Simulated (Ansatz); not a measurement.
The first iterations of a band of CH$_{6}$BN (9 atoms, charge 0, multiplicity 1).

All numbers below come from Ansatz, RKS PBE0-D4/def2-mTZVP.

| Item | Value |
| --- | --- |
| movable images | 6 |
| climbing image | no |
| spring | 5.0 eV/Å² |
| optimiser | quadratic models (default) |
| start path | through a guess of the saddle point |
| force threshold | 0.05 eV/Å |
| iteration limit | 60 |
| end points | relaxed |

First end point:

```xyz
9
Properties=species:S:1:pos:R:3
B 0.155 -0.172 0.271
H -0.005 -0.532 1.406
N 1.469 -0.005 -0.158
H 2.270 -0.170 0.430
H 1.714 0.295 -1.089
C -1.069 0.097 -0.673
H -1.700 -0.795 -0.755
H -1.718 0.873 -0.251
H -0.799 0.407 -1.687
```

Last end point:

```xyz
9
Properties=species:S:1:pos:R:3
B -0.658 0.136 -0.574
H 1.728 -0.260 0.388
N 2.663 -0.411 0.765
H 3.285 -0.484 -0.034
H 2.918 0.445 1.247
C -2.127 0.142 -0.995
H -2.666 -0.690 -0.524
H -2.610 1.081 -0.694
H -2.217 0.041 -2.084
```

| iteration | highest image above the first end (eV) | largest band force component (eV/Å) |
| --- | --- | --- |
| 1 | 6.901 | 12.041 |
| 2 | 6.263 | 2.440 |
| 3 | 6.388 | 2.386 |
| 4 | 6.126 | 1.853 |
| 5 | 5.613 | 1.414 |
| 6 | 5.359 | 3.071 |
| 7 | 5.153 | 1.055 |
| 8 | 4.979 | 0.757 |
| 9 | 5.505 | 0.536 |
| 10 | 5.030 | 1.118 |
| 11 | 4.892 | 1.133 |
| 12 | 4.892 | 0.799 |
| 13 | 4.892 | 0.831 |
| 14 | 4.892 | 0.875 |
| 15 | 4.892 | 0.969 |

Question: Does the band converge within its limit, and where does its top end?

Answer: It converged. It ended after 47 iterations with the highest image 4.901 eV above the first end. The profile has 2 maxima (images 1, 5) with wells between them (image 3): this band takes more than one step, which may be the mechanism or a detour left from its start path. Neighbouring images differ by up to 4.2 eV, so the band resolves the path poorly. No image climbed, so the highest image needn't sit at the top of the path. The orbitals stay closed-shell, which can raise the energy where a bond breaks towards radicals; this wasn't checked here.

Time of the run: 9.4 min on 1 thread of Arm Neoverse V1, on a shared host, peak memory 0.15 GiB.
